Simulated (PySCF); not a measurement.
chloromethane cation (CH3Cl), SMILES CCl (connectivity only; charge and spin as stated), charge +1, multiplicity 2.

Geometry: PBE-D3(BJ)/def2-TZVP. The geometry has at least one imaginary mode, so it is a saddle point at that level. The multiplicity is an assumed one; other spin states were not compared.

Method: TDA-M06-2X/def2-TZVPD (PySCF 2.14.0).

Vertical excitations. 

| state | energy (eV) | λ (nm) | f | main pairs |
|---|---|---|---|---|
| root 2 | 3.24 | 383 | 0.000 | β HOMO−2→LUMO 97 % |
| root 3 | 4.18 | 297 | 0.079 | β HOMO−1→LUMO 95 % |
| root 4 | 4.73 | 262 | 0.002 | β HOMO−3→LUMO 97 % |
| root 5 | 7.82 | 159 | 0.000 | α HOMO→LUMO 40 %, β HOMO→LUMO+1 50 % |
| root 6 | 8.56 | 145 | 0.000 | α HOMO→LUMO 52 %, β HOMO→LUMO+1 40 % |
| root 7 | 8.70 | 142 | 0.001 | α HOMO−1→LUMO 91 % |
| root 8 | 10.39 | 119 | 0.003 | β HOMO→LUMO+2 90 % |
| root 9 | 10.44 | 119 | 0.001 | α HOMO−2→LUMO 40 %, β HOMO−2→LUMO+1 45 % |
| root 10 | 10.58 | 117 | 0.011 | α HOMO−4→LUMO 5 %, β HOMO−1→LUMO+1 47 %, β HOMO−4→LUMO 33 % |
Unrestricted roots are not spin-pure.
